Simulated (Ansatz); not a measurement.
**AlBH (doublet): the correlation ladder at scale of all distances = 1.734, 6-31G**

How much of the correlation energy of AlBH (doublet) does each wave-function method recover here?

Method: 6-31G, core rule «outside noble gas», up to 6 orbitals frozen; program: Ansatz 0.2.0, Gaussian basis.

To be run: UHF; CCSD(T) on ROHF; CCSD(T) on UHF; BCCD(T) on ROHF; CISD; CCSDT(Q) on ROHF; CCSDT(Q) on UHF; CCSDTQ on ROHF; CCSDTQ on UHF; CASSCF and MRCISD+Q, 3 electrons in 3 orbitals; CASSCF and NEVPT2, 3 electrons in 3 orbitals; CASSCF and MRCISD+Q, 7 electrons in 9 orbitals; CASSCF and MRCISD+Q(relaxed), 7 electrons in 9 orbitals; CASSCF and NEVPT2, 7 electrons in 9 orbitals; Full CI.

10 further runs of the same task are left out: 6 that didn't finish, 4 set aside as unsound or not needed.

### Step 1. The geometry

The geometry derives from a PBE0/def2-TZVP stationary point (not a proven minimum). All distances are scaled together.

3 atoms, charge 0, spin multiplicity 2.

Atoms are counted from 1 here; the program's logs count them from 0.

No contacts short enough for the rule that draws bonds.

### Step 2. UHF

The input, in.yaml:

```yaml
crystal:
  periodic: [false, false, false]
  atoms:
    - {symbol: B, position_ang: [0.000000, -0.159497, 0.545060]}
    - {symbol: Al, position_ang: [0.000000, -0.057831, -3.129936]}
    - {symbol: H, position_ang: [0.000000, 0.217327, 2.584877]}
basis:
  gaussian: {orbitals: 6-31G}
magnetization: {spin_polarized: true, initial_magnetization: 1}
hamiltonian: {xc: hf}
output: {orbitals: {seedname: orbitals}}
```

On the command line:

```
$ ansatz run in.yaml --threads 1 --pin off --events-out ev --progress --plain --max-ram 2393MiB
```

After this run come: CCSD(T) on ROHF; CCSD(T) on UHF; BCCD(T) on ROHF; CISD; CCSDT(Q) on ROHF; CCSDT(Q) on UHF; CCSDTQ on ROHF; CCSDTQ on UHF; CASSCF and MRCISD+Q, 3 electrons in 3 orbitals; CASSCF and NEVPT2, 3 electrons in 3 orbitals; CASSCF and MRCISD+Q, 7 electrons in 9 orbitals; CASSCF and MRCISD+Q(relaxed), 7 electrons in 9 orbitals; CASSCF and NEVPT2, 7 electrons in 9 orbitals; Full CI.

Before running them: what should the planned runs give, taken together? Wanted: FCI below the RHF energy; RMP2 from FCI; UMP2 from FCI; RCCSD from FCI; RCCSD(T) from FCI; UCCSD(T) from FCI; RCCSDT(Q) from FCI; UCCSDT(Q) from FCI; NEVPT2 pair from FCI.

The runs gave:

| quantity | value |
| --- | --- |
| FCI below the RHF energy | -3.2740 eV |
| RMP2 from FCI | +1406.1 meV |
| UMP2 from FCI | +1409.0 meV |
| RCCSD from FCI | +77.0 meV |
| RCCSD(T) from FCI | +27.6 meV |
| UCCSD(T) from FCI | +30.7 meV |
| RCCSDT(Q) from FCI | +1.1 meV |
| UCCSDT(Q) from FCI | +4.6 meV |
| NEVPT2 pair from FCI | +941.0 meV |
| NEVPT2 valence from FCI | +186.4 meV |
| MRCISD+Q valence from FCI | +13.2 meV |
| levels within 1 kcal/mol (43 meV) | RCCSD(T), UCCSD(T), BCCD(T), RCCSDT, UCCSDT, RCCSDT(Q), UCCSDT(Q), RCCSDTQ, UCCSDTQ, MRCISD valence, MRCISD+Q valence, MRCISD+Q(relaxed) valence |
| T1 diagnostic | 0.033 |
| effectively unpaired electrons | 1.33 |

In words: RCCSD(T) lands +27.6 meV from the yardstick (0.8 % of the correlation energy). MRCISD+Q(relaxed) valence falls below full CI: the +Q correction isn't variational, and the cores differ from full CI's. The occupations show some static correlation. Of the multireference levels listed MRCISD+Q(relaxed) valence comes nearest in total energy (-2.4 meV), which doesn't show that its space is the better one. Coupled cluster took another determinant than the lowest Hartree-Fock one. These misses are within one basis, not against nature; the frozen cores of restricted and unrestricted runs differ, which can shift their rows.
